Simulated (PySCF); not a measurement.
## Smallest direct gap on the k points sampled of zinc-blende AlN (metastable phase) at several levels of theory

No measured value is used here.

```csv
level (code),value (eV)
PBE (PySCF),4.14 ± 0.03
PBE0 (PySCF),6.29 ± 0.03
Hartree–Fock (PySCF),13.49 ± 0.1
G0W0@Hartree–Fock (PySCF),?
G0W0@PBE (PySCF),5.73 ± 0.09
```

Task: Complete the blanks.

Result: 
- G0W0@Hartree–Fock (PySCF), value (eV): 8.30 ± 0.1

At these levels the smallest gap is indirect and lower: PBE 3.36, PBE0 5.38, Hartree–Fock 12.20, G0W0@Hartree–Fock 7.39, G0W0@PBE 5.02 eV. Computed values are for a static lattice.  A ± on a computed value is a rough bar: the spread of its extrapolation, a floor set from checks against published values, or a statistical error. Values are at the measured cell.
